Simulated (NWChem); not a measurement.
# NH$_{2}$ anion

```xyz
3

N      0.0000     0.0000     0.1362
H      0.7985     0.0000    -0.5145
H     -0.7985     0.0000    -0.5145
```
Atoms are numbered in this order, from 1.

Computed with NWChem. Sets without diffuse functions describe the anion's extra electron poorly. Structure relaxed at the B3LYP/def2-SVPD level. The highest occupied level is positive, so the extra electron may be held by the finite basis. Atomic charges in e: unrestrained fits to the electrostatic potential beside Mulliken populations; the two definitions need not agree.

Predict the results for B3LYP/def2-SVP. Quantities: ESP N1; Mulliken N1; relative RMS misfit of the potential (%).


```yaml
ESP N1: -1.25
Mulliken N1: -0.76
relative RMS misfit of the potential (%): 4
```
